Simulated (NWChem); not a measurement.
All runs are NWChem calculations. System: acetamide (C2H5NO), charge 0, spin multiplicity 1, at a geometry optimised with PBE0/def2-SVP. Level: MP2/def2-TZVP, 4 core orbitals frozen.

The NWChem input:

```
start mol
memory heap 200 mb stack 900 mb global 1100 mb
geometry units angstroms nocenter noautoz noautosym
  C     -0.718144     1.199576    -0.001492
  C      0.169320    -0.027425    -0.005554
  N     -0.497316    -1.215645    -0.022461
  O      1.379611     0.036013     0.023844
  H     -1.153698     1.342204     1.000205
  H     -1.545830     1.115648    -0.721819
  H     -0.105326     2.075420    -0.243647
  H      0.046232    -2.067891     0.010226
  H     -1.504106    -1.276878    -0.036216
end
basis spherical
  * library def2-tzvp
end
scf
  rhf
  nopen 0
  maxiter 100
  thresh 1e-7
  semidirect memsize 60000000 filesize 0
end
mp2
  freeze core 4
end
task mp2 energy
```

Part of the output:

```
             Northwest Computational Chemistry Package (NWChem) 7.3.0
             --------------------------------------------------------

                                NWChem Input Module
                                -------------------

 Scaling coordinates for geometry "geometry" by  1.889725989
 (inverse scale =  0.529177249)

                             Geometry "geometry" -> ""
                             -------------------------

 Output coordinates in angstroms (scale by  1.889725989 to convert to a.u.)

  No.       Tag          Charge          X              Y              Z
 ---- ---------------- ---------- -------------- -------------- --------------
    1 C                    6.0000    -0.71814400     1.19957600    -0.00149200
    2 C                    6.0000     0.16932000    -0.02742500    -0.00555400
    3 N                    7.0000    -0.49731600    -1.21564500    -0.02246100
    4 O                    8.0000     1.37961100     0.03601300     0.02384400
    5 H                    1.0000    -1.15369800     1.34220400     1.00020500
    6 H                    1.0000    -1.54583000     1.11564800    -0.72181900
    7 H                    1.0000    -0.10532600     2.07542000    -0.24364700
    8 H                    1.0000     0.04623200    -2.06789100     0.01022600
    9 H                    1.0000    -1.50410600    -1.27687800    -0.03621600

 Effective nuclear repulsion energy (a.u.)     121.7881825598

            Nuclear Dipole moment (a.u.)
            ----------------------------
        X                 Y               Z
 ---------------- ---------------- ----------------
     0.0000075589    -0.0000037795    -0.0000037795


 Summary of "ao basis" -> "" (spherical)
 ------------------------------------------------------------------------------
       Tag                 Description            Shells   Functions and Types
 ---------------- ------------------------------  ------  ---------------------
 *                         def2-tzvp                  on all atoms

 Summary of "ao basis" -> "ao basis" (spherical)
 ------------------------------------------------------------------------------
       Tag                 Description            Shells   Functions and Types
 ---------------- ------------------------------  ------  ---------------------
 C                         def2-tzvp                11       31   5s3p2d1f
 N                         def2-tzvp                11       31   5s3p2d1f
 O                         def2-tzvp                11       31   5s3p2d1f
 H                         def2-tzvp                 4        6   3s1p

                                 NWChem SCF Module
                                 -----------------

  ao basis        = "ao basis"
  functions       =   154
  atoms           =     9
  closed shells   =    16
  open shells     =     0
  charge          =   0.00
  wavefunction    = RHF
  use symmetry    = F
  symmetry adapt  = F

 Summary of "ao basis" -> "ao basis" (spherical)
 ------------------------------------------------------------------------------
       Tag                 Description            Shells   Functions and Types
 ---------------- ------------------------------  ------  ---------------------
 C                         def2-tzvp                11       31   5s3p2d1f
 N                         def2-tzvp                11       31   5s3p2d1f
 O                         def2-tzvp                11       31   5s3p2d1f
 H                         def2-tzvp                 4        6   3s1p

 Forming initial guess at       0.1s

      Superposition of Atomic Density Guess
      -------------------------------------

 Sum of atomic energies:        -206.93756147

      Non-variational initial energy
      ------------------------------

 Total energy =    -209.174258
 1-e energy   =    -521.218484
 2-e energy   =     190.256044
 HOMO         =      -0.361791
 LUMO         =       0.039091

 Starting SCF solution at       3.1s

 ----------------------------------------------
         Quadratically convergent ROHF

 Convergence threshold     :          1.000E-07
 Maximum no. of iterations :          100
 Final Fock-matrix accuracy:          1.000E-09
 ----------------------------------------------

              iter       energy          gnorm     gmax       time
             ----- ------------------- --------- --------- --------
                 1     -207.9599597375  1.33D+00  2.75D-01      4.6
                 2     -208.0503583006  4.21D-01  5.81D-02      7.4
                 3     -208.0651657408  3.84D-02  6.77D-03     10.9
                 4     -208.0653948619  8.84D-04  1.76D-04     16.4
                 5     -208.0653949639  5.16D-07  1.16D-07     25.5
                 6     -208.0653949639  9.99D-09  2.44D-09     30.9

       Final RHF  results
       ------------------

         Total SCF energy =   -208.065394963928
      One-electron energy =   -524.542049155566
      Two-electron energy =    194.688471631851
 Nuclear repulsion energy =    121.788182559787

        Time for solution =     27.8s

             Final eigenvalues
             -----------------

              1
    1  -20.5138
    2  -15.5826
    3  -11.3496
    4  -11.2392
    5   -1.3810
    6   -1.2094
    7   -1.0011
    8   -0.7974
    9   -0.7227
   10   -0.6636
   11   -0.6141
   12   -0.5864
   13   -0.5580
   14   -0.5246
   15   -0.4242
   16   -0.4149
   17    0.1187
   18    0.1676
   19    0.1772
   20    0.1891
   21    0.2224
   22    0.2379
   23    0.2501
   24    0.2930
   25    0.3125
   26    0.3468

                       ROHF Final Molecular Orbital Analysis
                       -------------------------------------

 Vector   14  Occ=2.000000D+00  E=-5.246168D-01
              MO Center= -1.8D-01,  3.1D-01,  8.9D-02, r^2= 2.8D+00
   Bfn.  Coefficient  Atom+Function         Bfn.  Coefficient  Atom+Function
  ----- ------------  ---------------      ----- ------------  ---------------
   101     -0.211976  4 O  pz                 8      0.205916  1 C  pz
   104     -0.191457  4 O  pz                70     -0.186182  3 N  pz
    73     -0.182016  3 N  pz               126      0.181587  5 H  s
    11      0.179298  1 C  pz                39     -0.152680  2 C  pz

 Vector   15  Occ=2.000000D+00  E=-4.242319D-01
              MO Center=  8.4D-01,  9.8D-02,  1.1D-02, r^2= 1.8D+00
   Bfn.  Coefficient  Atom+Function         Bfn.  Coefficient  Atom+Function
  ----- ------------  ---------------      ----- ------------  ---------------
   100      0.407433  4 O  py               103      0.365075  4 O  py
   106      0.253403  4 O  py                 5     -0.194234  1 C  s
    67      0.176651  3 N  s

 Vector   16  Occ=2.000000D+00  E=-4.148652D-01
              MO Center=  2.3D-01, -6.9D-01, -5.9D-03, r^2= 2.0D+00
   Bfn.  Coefficient  Atom+Function         Bfn.  Coefficient  Atom+Function
  ----- ------------  ---------------      ----- ------------  ---------------
    70      0.330154  3 N  pz                73      0.316842  3 N  pz
    76      0.290383  3 N  pz               101     -0.284573  4 O  pz
   104     -0.257469  4 O  pz               107     -0.180048  4 O  pz

 Vector   17  Occ=0.000000D+00  E= 1.186752D-01
              MO Center= -1.5D+00, -5.4D-01, -2.5D-02, r^2= 6.9D+00
   Bfn.  Coefficient  Atom+Function         Bfn.  Coefficient  Atom+Function
  ----- ------------  ---------------      ----- ------------  ---------------
     5      5.148567  1 C  s                 36     -2.140456  2 C  s
    67      1.590399  3 N  s                151     -1.531571  9 H  s
   133     -1.480350  6 H  s                127     -1.451879  5 H  s
   139     -1.049352  7 H  s                 44     -0.838285  2 C  py
   145     -0.824558  8 H  s                  4     -0.542795  1 C  s

 Vector   18  Occ=0.000000D+00  E= 1.675849D-01
              MO Center= -7.1D-01, -2.8D-01,  2.4D-01, r^2= 9.1D+00
   Bfn.  Coefficient  Atom+Function         Bfn.  Coefficient  Atom+Function
  ----- ------------  ---------------      ----- ------------  ---------------
     5      4.909238  1 C  s                127     -2.179845  5 H  s
    36     -1.807377  2 C  s                133     -1.476189  6 H  s
   145      1.436487  8 H  s                 67     -1.235161  3 N  s
   139     -1.152824  7 H  s                151      0.695037  9 H  s
     4     -0.450426  1 C  s                 75      0.392486  3 N  py

 Vector   19  Occ=0.000000D+00  E= 1.771901D-01
              MO Center= -5.2D-01, -1.2D-01,  2.6D-02, r^2= 6.0D+00
   Bfn.  Coefficient  Atom+Function         Bfn.  Coefficient  Atom+Function
  ----- ------------  ---------------      ----- ------------  ---------------
   127      1.431668  5 H  s                133     -1.383441  6 H  s
   145      1.150368  8 H  s                 14     -0.935316  1 C  pz
   151     -0.747628  9 H  s                 74     -0.704740  3 N  px
    67     -0.518374  3 N  s                 36      0.448528  2 C  s
   139     -0.316623  7 H  s                107      0.286652  4 O  pz

 center of mass
 --------------
 x =   0.13510511 y =  -0.03787071 z =  -0.00028408

 moments of inertia (a.u.)
 ------------------
         189.061197392310           9.742417624243          -2.598304643092
           9.742417624243         170.668653472726          -1.547375225484
          -2.598304643092          -1.547375225484         348.222829723053

  Mulliken analysis of the total density
  --------------------------------------

    Atom       Charge   Shell Charges
 -----------   ------   -------------------------------------------------------
    1 C    6     6.32   0.85  1.12  0.47  0.67  0.07  1.26  1.41  0.40  0.02  0.04  0.00
    2 C    6     5.53   0.86  1.12  0.52  0.47  0.06  1.15  0.95  0.11  0.06  0.21  0.02
    3 N    7     7.56   0.82  1.16  0.50  0.81  0.14  1.54  1.81  0.73  0.01  0.03  0.00
    4 O    8     8.50   0.79  1.18  0.58  0.94  0.35  1.84  1.97  0.82  0.00  0.03  0.00
    5 H    1     0.87   0.26  0.49  0.10  0.02
    6 H    1     0.89   0.26  0.49  0.11  0.02
    7 H    1     0.86   0.26  0.48  0.09  0.02
    8 H    1     0.73   0.25  0.39  0.05  0.04
    9 H    1     0.74   0.26  0.40  0.04  0.04

       Multipole analysis of the density wrt the origin
       ------------------------------------------------

     L   x y z        total         open         nuclear
     -   - - -        -----         ----         -------
     0   0 0 0     -0.000000      0.000000     32.000000

     1   1 0 0     -1.624930      0.000000      0.000008
     1   0 1 0     -0.348571      0.000000     -0.000004
     1   0 0 1     -0.003054      0.000000     -0.000004

     2   2 0 0    -20.283000      0.000000     93.634914
     2   1 1 0      0.184428      0.000000     -7.977832
     2   1 0 1     -0.061489      0.000000      1.373518
     2   0 2 0    -14.637668      0.000000    115.179230
     2   0 1 1     -0.043387      0.000000      0.874152
     2   0 0 2    -18.697718      0.000000      5.679745

                   NWChem MP2 Semi-direct Energy/Gradient Module
                   ---------------------------------------------

  Basis functions       =    154
  Molecular orbitals    =    154
  Frozen core           =      4
  Frozen virtuals       =      0
  Active alpha occupied =     12
  Active beta occupied  =     12
  Active alpha virtual  =    138
  Active beta virtual   =    138
  Use MO symmetry       = F
  Use skeleton AO sym   = F

  AO/Fock/Back tols     =   1.0D-09  1.0D-09  1.0D-09

 GA uses MA = F    GA memory limited = T

 Available:
  local mem=  1.26D+08
 global mem=  1.44D+08
 local disk=  0.00D+00
  mp2_memr nvloc                   138
  nvloc new                   138
   1 passes of  12:        5242880                     131147                  66411741.
   1 passes of  12: M    126151091           G      144131768           F     120908211.

 Semi-direct pass number   1 of   1  for RHF alpha+beta  at       31.0s
  vrange nnbf                 11788
  mp2_eaftype                   253  avail_ma_in_mb                  1099
 EAF : mp2_eaftype filesize         253   33205870.
  mp2_eaf for mointskh                    253
Node 0 wrote    156.2 Mb in      0.2 s     Agg I/O rate:   878.7 Mb/s
 Done moints_semi at       38.5s
  mp2_eaftype                   253  avail_ma_in_mb                   846
 EAF : mp2_eaftype filesize         253   33205870.
  mp2_eaf for kh                   253
 Done maket at       39.0s
 Done multipass loop at       39.0s

          -------------------------------------------
          SCF energy                -208.065394963928
          Correlation energy          -0.760141161286
          Singlet pairs               -0.477846597876
          Triplet pairs               -0.282294563410
          Total MP2 energy          -208.825536125214
          -------------------------------------------

          ---------------------------------------------------
                    Spin Component Scaled (SCS) MP2
          Same spin pairs                     -0.188196375607
          Same spin scaling factor             0.333333333333
          Opposite spin pairs                 -0.571944785679
          Opposite spin scaling fact.          1.200000000000
          SCS-MP2 correlation energy          -0.749065868017
          Total SCS-MP2 energy              -208.814460831945
          ---------------------------------------------------

 -----------------------
 Performance information
 -----------------------

 Timer overhead =  1.02D-07 seconds/call

               Nr. of calls         CPU time (s)                 Wall time (s)                GFlops
             ---------------    -------------------     ------------------------------   -------------------
Name         Min   Avg   Max    Min     Avg     Max     Min     Avg     Max   Mx/calls   Min     Max     Sum
mp2: moin     1     1     1    7.6     7.6     7.6      7.6     7.6     7.6     7.6      0.0     0.0     0.0
mp2: make     1     1     1   0.44    0.44    0.44     0.44    0.44    0.44    0.44      0.0     0.0     0.0
mp2: tota     1     1     1    8.0     8.0     8.0      8.0     8.0     8.0     8.0      0.0     0.0     0.0

 The average no. of pstat calls per process was 3.00D+00
 with a timing overhead of 3.05D-07s

 Task  times  cpu:       39.0s     wall:       39.0s

 Total times  cpu:       39.0s     wall:       39.0s
```
